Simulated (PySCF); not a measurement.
**SiP2H6: NMR shifts at several levels of theory**

Aim: compute the NMR shifts of SiP2H6 (`P[SiH2]P`) at several levels, and see how far they spread and what each costs.

Programs: PySCF 2.14.0, with density-fitted response routines of our own. Each step states its level of theory. These are calculated values for one molecule in the gas phase, unless marked as measured. Atoms count from 0, in the outputs and in this text.

**1. The starting structure**

9 atoms, charge 0, multiplicity 1; geometry from: GFN2-xTB.

Bonds of the start (Å): P0–Si1 2.24, Si1–P2 2.24, P0–H3 1.38, P0–H4 1.38, Si1–H5 1.47, Si1–H6 1.47, P2–H7 1.38, P2–H8 1.38.

**2. Relaxing the molecule at PBE0-D3(BJ)/def2-SVP**

The job: settings as JSON, then the geometry in Å.

```
{"job": {"xc": "PBE0", "basis": "def2-SVP", "d3": "d3bj", "grid": 1, "kind": "geom"}, "charge": 0, "multiplicity": 1}
P     -1.825850     0.237890    -0.787290
Si    -0.000690    -0.613110     0.201030
P      1.789320     0.379410    -0.720750
H     -2.696380    -0.188570     0.197150
H     -1.712570     1.499110    -0.227470
H     -0.022310    -0.516910     1.670440
H      0.053520    -2.035620    -0.149740
H      2.697010    -0.252620     0.106990
H      1.745070     1.502410     0.086520
```

Run with:

```console
> OMP_NUM_THREADS=1 python probes_run.py task.json out
```

One launch serves the whole session: the jobs run in the order shown.

The program printed:

```text
step   0  E = -975.11554403  max force = 0.026614
step   1  E = -975.12005720  max force = 0.002835
step   2  E = -975.12013992  max force = 0.001015
step   3  E = -975.12018453  max force = 0.000713
step   4  E = -975.12020174  max force = 0.000782
step   5  E = -975.12022860  max force = 0.000784
step   6  E = -975.12024466  max force = 0.000604
step   7  E = -975.12025649  max force = 0.000386
optimisation converged
```

Run time: 22 s. Hardware: 1 thread, shared host.

The steps of the relaxation:

```
step  energy from step 0 (eV)  largest force component (eV/Å)
   0                   0.0000                          1.3685
   1                  -0.1228                          0.1458
   2                  -0.1251                          0.0522
   3                  -0.1263                          0.0367
   4                  -0.1267                          0.0402
   5                  -0.1275                          0.0403
   6                  -0.1279                          0.0311
   7                  -0.1282                          0.0198
```

Close pairs (by a distance rule), those that changed most:

```
  bond  before (Å)  after (Å)  change (Å)
 P2–H7       1.381      1.430      +0.048
 P0–H3       1.382      1.430      +0.048
 P2–H8       1.384      1.430      +0.046
 P0–H4       1.385      1.430      +0.046
Si1–H6       1.466      1.494      +0.028
Si1–H5       1.473      1.497      +0.024
P0–Si1       2.243      2.266      +0.023
Si1–P2       2.245      2.266      +0.021
```

The final coordinates are the input of the step that follows.

```
                         at the end point                value
  point group (found at 0.08 Å tolerance)                   Cs
rotational constants (GHz, main isotopes)  9.834, 2.202, 1.890
                        dipole moment (D)                 1.67
```

**3. Nuclear shieldings: PBE0/cc-pVDZ**

The job: settings as JSON, then the geometry in Å.

```
{"job": {"kind": "nmr", "xc": "PBE0", "basis": "cc-pVDZ", "pop": true}, "charge": 0, "multiplicity": 1}
P     -1.798884     0.327549    -0.791005
Si    -0.004589    -0.647852     0.190829
P      1.815665     0.304282    -0.765661
H     -2.729315    -0.185419     0.165812
H     -1.616589     1.556010    -0.081741
H     -0.016080    -0.530858     1.683135
H     -0.008473    -2.097438    -0.171751
H      2.728914    -0.241790     0.189401
H      1.656471     1.527507    -0.042139
```

Method: GIAO PBE0/cc-pVDZ NMR shielding, non-relativistic, gas phase.

The program printed:

```text
coarse grid: 8592 points
cycle   1  E = -975.3947579323  dE = -1.240e-01  |g| = 1.351e-01  |ddm| = 4.785e+00
cycle   2  E = -975.3961295578  dE = -1.372e-03  |g| = 1.268e-01  |ddm| = 7.532e-01
cycle   3  E = -975.4021171639  dE = -5.988e-03  |g| = 1.448e-02  |ddm| = 3.657e-01
cycle   4  E = -975.4022022988  dE = -8.513e-05  |g| = 5.253e-03  |ddm| = 5.392e-02
cycle   5  E = -975.4022140296  dE = -1.173e-05  |g| = 1.400e-03  |ddm| = 1.704e-02
cycle   6  E = -975.4022147887  dE = -7.591e-07  |g| = 2.270e-04  |ddm| = 3.973e-03
final grid: 68016 points
cycle   7  E = -975.4175510908  dE = -4.857e-06  |g| = 2.266e-03  |ddm| = 3.406e-02
cycle   8  E = -975.4175510558  dE =  3.497e-08  |g| = 2.258e-03  |ddm| = 1.312e-02
cycle   9  E = -975.4175529297  dE = -1.874e-06  |g| = 2.062e-04  |ddm| = 6.621e-03
cycle  10  E = -975.4175529482  dE = -1.857e-08  |g| = 2.712e-05  |ddm| = 6.035e-04
cycle  11  E = -975.4175529485  dE = -2.519e-10  |g| = 1.277e-05  |ddm| = 1.072e-04
converged SCF energy = -975.4175529485

GIAO shielding tensors (ppm)
atom      isotropic    diamagn.    paramagn.     s11        s22        s33       span
  0 P      640.156     966.813    -326.657    586.468    626.164    707.836    121.368
  1 Si     461.577     882.700    -421.123    435.326    461.403    488.001     52.675
  2 P      640.012     966.821    -326.809    586.171    626.108    707.758    121.587
  3 H       29.573      28.831       0.742     24.587     26.294     37.838     13.251
  4 H       29.970      29.781       0.189     24.712     28.165     37.034     12.322
  5 H       26.217      30.081      -3.864     21.908     24.674     32.069     10.160
  6 H       26.944      29.249      -2.305     23.683     24.831     32.319      8.637
  7 H       29.569      28.821       0.749     24.581     26.298     37.829     13.248
  8 H       29.962      29.769       0.193     24.717     28.111     37.059     12.343
```

It took 7.1 s on 1 thread, shared host.

The references, computed at this level on geometries of the same kind, shield at (ppm): 1H TMS 31.29, 29Si TMS 418.6, 31P H3PO4 389.4. Their shielding less the atom's gives the shift. The references are single molecules in the gas phase, so shifts against H2O, NH3, PH3, H3PO4 or CFCl3 are not on the usual liquid scales and can be off by tens of ppm. Atoms listed in one row are averaged.

```
         atoms                            environment  σ (ppm)  δ (ppm)
        H5, H6    hydrogen on a silicon bonded to 2 P    26.58     4.71
H3, H4, H7, H8  hydrogen on a phosphorus bonded to Si    29.77     1.52
        P0, P2           phosphorus bonded to Si, 2 H    640.1   -250.7
           Si1             silicon bonded to 2 P, 2 H    461.6    -43.0
```

The run also stored atomic charges by several schemes (e):

```
 atoms  Mulliken    IAO  Hirshfeld  ESP fit
P0, P2     -0.12  -0.09      -0.01    -0.27
   Si1      0.11   0.38       0.21     0.34
```

Mayer bond orders: P0–Si1 1.05, Si1–P2 1.05.

**4. NMR shieldings: PBE0/cc-pVTZ**

The job, as its differences from that of step 3:

```diff
@@ -1,2 +1,2 @@
-{"job": {"kind": "nmr", "xc": "PBE0", "basis": "cc-pVDZ", "pop": true}, "charge": 0, "multiplicity": 1}
+{"job": {"kind": "nmr", "xc": "PBE0", "basis": "cc-pVTZ", "pop": true}, "charge": 0, "multiplicity": 1}
 P     -1.798884     0.327549    -0.791005
```

Method: GIAO PBE0/cc-pVTZ NMR shielding, non-relativistic, gas phase.

The program printed:

```text
coarse grid: 8592 points
cycle   1  E = -975.4381451176  dE = -1.559e-01  |g| = 1.653e-01  |ddm| = 4.747e+00
cycle   2  E = -975.4407439394  dE = -2.599e-03  |g| = 1.229e-01  |ddm| = 6.459e-01
cycle   3  E = -975.4452494057  dE = -4.505e-03  |g| = 3.556e-02  |ddm| = 2.865e-01
cycle   4  E = -975.4456478962  dE = -3.985e-04  |g| = 5.158e-03  |ddm| = 6.703e-02
cycle   5  E = -975.4456570267  dE = -9.130e-06  |g| = 2.477e-03  |ddm| = 1.437e-02
final grid: 68016 points
cycle   6  E = -975.4615176427  dE = -1.822e-05  |g| = 4.698e-03  |ddm| = 4.011e-02
cycle   7  E = -975.4615175410  dE =  1.018e-07  |g| = 4.412e-03  |ddm| = 1.657e-02
cycle   8  E = -975.4615237281  dE = -6.187e-06  |g| = 4.617e-04  |ddm| = 8.624e-03
cycle   9  E = -975.4615238025  dE = -7.441e-08  |g| = 5.898e-05  |ddm| = 7.909e-04
cycle  10  E = -975.4615238036  dE = -1.008e-09  |g| = 2.804e-05  |ddm| = 1.542e-04
cycle  11  E = -975.4615238039  dE = -3.017e-10  |g| = 5.450e-06  |ddm| = 5.599e-05
converged SCF energy = -975.4615238039

GIAO shielding tensors (ppm)
atom      isotropic    diamagn.    paramagn.     s11        s22        s33       span
  0 P      606.026     968.230    -362.205    550.421    591.186    676.470    126.049
  1 Si     408.060     885.560    -477.500    383.534    405.712    434.934     51.400
  2 P      605.890     968.239    -362.350    550.102    591.056    676.511    126.408
  3 H       29.381      28.994       0.387     24.558     26.198     37.388     12.830
  4 H       29.838      29.795       0.042     24.674     28.137     36.702     12.029
  5 H       26.045      29.943      -3.898     21.927     24.670     31.538      9.610
  6 H       26.872      29.124      -2.252     23.774     24.888     31.953      8.179
  7 H       29.378      28.983       0.395     24.552     26.204     37.378     12.826
  8 H       29.829      29.782       0.047     24.678     28.082     36.727     12.049
```

Run time: 20 s. Hardware: 1 thread, shared host.

Key values: δ P0 -286.2, Si1 -48.1, H5 4.83, H3 1.68 ppm (means over like atoms).

**5. Shielding tensors: PBE0/aug-cc-pVDZ**

The job, as its differences from that of step 4:

```diff
@@ -1,2 +1,2 @@
-{"job": {"kind": "nmr", "xc": "PBE0", "basis": "cc-pVTZ", "pop": true}, "charge": 0, "multiplicity": 1}
+{"job": {"kind": "nmr", "xc": "PBE0", "basis": "aug-cc-pVDZ", "pop": true}, "charge": 0, "multiplicity": 1}
 P     -1.798884     0.327549    -0.791005
```

Method: GIAO PBE0/aug-cc-pVDZ NMR shielding, non-relativistic, gas phase.

The program printed:

```text
coarse grid: 8592 points
cycle   1  E = -975.4008682571  dE = -1.215e-01  |g| = 1.295e-01  |ddm| = 5.380e+00
cycle   2  E = -975.4022024626  dE = -1.334e-03  |g| = 1.198e-01  |ddm| = 7.807e-01
cycle   3  E = -975.4075024716  dE = -5.300e-03  |g| = 1.677e-02  |ddm| = 3.454e-01
cycle   4  E = -975.4076193626  dE = -1.169e-04  |g| = 4.916e-03  |ddm| = 6.571e-02
cycle   5  E = -975.4076298318  dE = -1.047e-05  |g| = 1.457e-03  |ddm| = 1.660e-02
cycle   6  E = -975.4076306306  dE = -7.988e-07  |g| = 3.439e-04  |ddm| = 4.517e-03
final grid: 68016 points
cycle   7  E = -975.4229743737  dE = -6.453e-06  |g| = 2.297e-03  |ddm| = 7.633e-02
cycle   8  E = -975.4229742414  dE =  1.323e-07  |g| = 2.334e-03  |ddm| = 1.332e-02
cycle   9  E = -975.4229762341  dE = -1.993e-06  |g| = 2.346e-04  |ddm| = 6.693e-03
cycle  10  E = -975.4229762587  dE = -2.457e-08  |g| = 2.548e-05  |ddm| = 7.119e-04
cycle  11  E = -975.4229762589  dE = -2.331e-10  |g| = 1.240e-05  |ddm| = 1.296e-04
converged SCF energy = -975.4229762589

GIAO shielding tensors (ppm)
atom      isotropic    diamagn.    paramagn.     s11        s22        s33       span
  0 P      639.999     967.800    -327.801    588.490    628.608    702.898    114.408
  1 Si     464.076     894.757    -430.682    438.717    460.941    492.569     53.852
  2 P      639.893     967.800    -327.907    588.334    628.420    702.924    114.589
  3 H       29.457      28.593       0.863     24.488     26.319     37.563     13.075
  4 H       29.900      29.532       0.368     24.543     28.259     36.898     12.355
  5 H       25.979      29.726      -3.747     21.742     24.493     31.703      9.961
  6 H       26.893      29.204      -2.311     23.722     24.822     32.134      8.412
  7 H       29.454      28.571       0.882     24.480     26.327     37.554     13.073
  8 H       29.892      29.508       0.384     24.549     28.202     36.924     12.375
```

Run time: 12 s. Hardware: 1 thread, shared host.

This run: δ P0 -267.9, Si1 -47.4, H5 4.96, H3 1.72 ppm (means over like atoms).

**6. NMR shieldings: PBE0/IGLO-III**

The job, as its differences from that of step 5:

```diff
@@ -1,2 +1,2 @@
-{"job": {"kind": "nmr", "xc": "PBE0", "basis": "aug-cc-pVDZ", "pop": true}, "charge": 0, "multiplicity": 1}
+{"job": {"kind": "nmr", "xc": "PBE0", "basis": "IGLO-III", "pop": true}, "charge": 0, "multiplicity": 1}
 P     -1.798884     0.327549    -0.791005
```

Level: GIAO PBE0/IGLO-III NMR shielding, non-relativistic, gas phase.

The program printed:

```text
coarse grid: 8592 points
cycle   1  E = -975.4308690942  dE = -2.224e-01  |g| = 2.519e-01  |ddm| = 2.163e+00
cycle   2  E = -975.4340243513  dE = -3.155e-03  |g| = 1.296e-01  |ddm| = 2.949e-01
cycle   3  E = -975.4373933641  dE = -3.369e-03  |g| = 6.221e-02  |ddm| = 1.797e-01
cycle   4  E = -975.4384567249  dE = -1.063e-03  |g| = 5.334e-03  |ddm| = 6.115e-02
cycle   5  E = -975.4384631317  dE = -6.407e-06  |g| = 2.779e-03  |ddm| = 7.934e-03
final grid: 68016 points
cycle   6  E = -975.4490431622  dE = -4.312e-05  |g| = 5.741e-03  |ddm| = 1.767e-02
cycle   7  E = -975.4490432006  dE = -3.845e-08  |g| = 4.748e-03  |ddm| = 8.290e-03
cycle   8  E = -975.4490482170  dE = -5.016e-06  |g| = 6.936e-04  |ddm| = 4.570e-03
cycle   9  E = -975.4490483571  dE = -1.400e-07  |g| = 1.434e-04  |ddm| = 7.310e-04
cycle  10  E = -975.4490483618  dE = -4.731e-09  |g| = 4.225e-05  |ddm| = 1.519e-04
cycle  11  E = -975.4490483624  dE = -5.766e-10  |g| = 7.429e-06  |ddm| = 4.781e-05
converged SCF energy = -975.4490483624

GIAO shielding tensors (ppm)
atom      isotropic    diamagn.    paramagn.     s11        s22        s33       span
  0 P      595.158     968.935    -373.777    534.692    582.722    668.061    133.369
  1 Si     395.598     885.152    -489.554    368.611    393.809    424.373     55.762
  2 P      595.019     968.941    -373.922    534.346    582.609    668.102    133.756
  3 H       29.424      29.690      -0.266     24.595     26.246     37.430     12.835
  4 H       29.851      30.292      -0.442     24.675     28.126     36.752     12.077
  5 H       26.000      29.765      -3.766     21.936     24.650     31.413      9.477
  6 H       26.899      28.854      -1.955     23.872     25.006     31.819      7.948
  7 H       29.421      29.685      -0.264     24.589     26.254     37.419     12.830
  8 H       29.842      30.289      -0.446     24.679     28.071     36.777     12.098
```

Wall time 17 s (1 thread, shared host).

In short: δ P0 -288.3, Si1 -50.3, H5 4.92, H3 1.74 ppm (means over like atoms).

**7. Nuclear shieldings: PBE0/pcSseg-0**

The job, as its differences from that of step 6:

```diff
@@ -1,2 +1,2 @@
-{"job": {"kind": "nmr", "xc": "PBE0", "basis": "IGLO-III", "pop": true}, "charge": 0, "multiplicity": 1}
+{"job": {"kind": "nmr", "xc": "PBE0", "basis": "pcSseg-0", "pop": true}, "charge": 0, "multiplicity": 1}
 P     -1.798884     0.327549    -0.791005
```

Level: GIAO PBE0/pcSseg-0 NMR shielding, non-relativistic, gas phase.

The program printed:

```text
coarse grid: 8592 points
cycle   1  E = -974.1035780414  dE = -1.703e-01  |g| = 2.021e-01  |ddm| = 2.728e+00
cycle   2  E = -974.1059105123  dE = -2.332e-03  |g| = 2.025e-01  |ddm| = 8.961e-01
cycle   3  E = -974.1217575510  dE = -1.585e-02  |g| = 2.136e-02  |ddm| = 4.680e-01
cycle   4  E = -974.1218995374  dE = -1.420e-04  |g| = 3.042e-03  |ddm| = 5.335e-02
cycle   5  E = -974.1219032888  dE = -3.751e-06  |g| = 8.126e-04  |ddm| = 9.671e-03
final grid: 68016 points
cycle   6  E = -974.2324158426  dE = -6.111e-06  |g| = 2.019e-03  |ddm| = 1.927e-02
cycle   7  E = -974.2324157353  dE =  1.073e-07  |g| = 2.009e-03  |ddm| = 7.982e-03
cycle   8  E = -974.2324171433  dE = -1.408e-06  |g| = 1.229e-04  |ddm| = 4.412e-03
cycle   9  E = -974.2324171511  dE = -7.745e-09  |g| = 1.846e-05  |ddm| = 3.639e-04
cycle  10  E = -974.2324171513  dE = -1.717e-10  |g| = 4.909e-06  |ddm| = 5.746e-05
converged SCF energy = -974.2324171513

GIAO shielding tensors (ppm)
atom      isotropic    diamagn.    paramagn.     s11        s22        s33       span
  0 P      654.598     964.781    -310.183    594.296    626.530    742.969    148.673
  1 Si     432.404     880.674    -448.270    382.988    434.104    480.121     97.133
  2 P      654.490     964.789    -310.299    594.191    626.739    742.540    148.349
  3 H       31.166      29.632       1.533     25.482     27.512     40.503     15.021
  4 H       31.425      29.212       2.212     25.809     29.472     38.994     13.185
  5 H       28.108      29.148      -1.039     23.302     26.514     34.509     11.207
  6 H       28.514      29.107      -0.593     24.724     26.336     34.483      9.758
  7 H       31.165      29.631       1.534     25.480     27.517     40.499     15.019
  8 H       31.421      29.212       2.209     25.811     29.425     39.027     13.216
```

Wall time 3.8 s (1 thread, shared host).

Key values: δ P0 -373.1, Si1 -83.9, H5 4.52, H3 1.54 ppm (means over like atoms).

**8. Run by run: NMR shifts**

Shifts (ppm), means over like atoms, with basis size and wall time:

```
             run    H5    H3      P0    Si1  functions   time
    PBE0/cc-pVDZ  4.71  1.52  -250.7  -43.0         84  7.1 s
    PBE0/cc-pVTZ  4.83  1.68  -286.2  -48.1        186   20 s
PBE0/aug-cc-pVDZ  4.96  1.72  -267.9  -47.4        135   12 s
   PBE0/IGLO-III  4.92  1.74  -288.3  -50.3        192   17 s
   PBE0/pcSseg-0  4.52  1.54  -373.1  -83.9         51  3.8 s
```

**9. What came out**

| quantity | value |
| --- | --- |
| point group | Cs |
| rotational constants (main isotopes) | 9.83, 2.20, 1.89 GHz |
| 1H shifts against TMS (PBE0/cc-pVDZ, means over atoms taken as alike) | 4.71, 1.52 ppm |
| 31P shifts against H3PO4 (PBE0/cc-pVDZ, means over atoms taken as alike) | -250.7 ppm |
| 29Si shifts against TMS (PBE0/cc-pVDZ) | -43.0 ppm |
| range of the shift of P0 | -373.1 to -250.7 ppm |

What this shows: Single values in the summary come from the first run of each kind that ended normally (PBE0/cc-pVDZ), which need not be the best level. The optimisation took 7 steps and gained 0.128 eV; among the close pairs (by a distance rule), P2–H7 changed most, from 1.381 to 1.430 Å. At PBE0/cc-pVDZ: The widest tensor belongs to P0, P2: span 121 ppm, with a paramagnetic part of -327 ppm. Across the 5 runs the shift of P0 (with its like atoms) moves most, between -373.1 (PBE0/pcSseg-0) and -250.7 ppm (PBE0/cc-pVDZ). Most of that comes from the computed reference, not from the atom's own shielding.
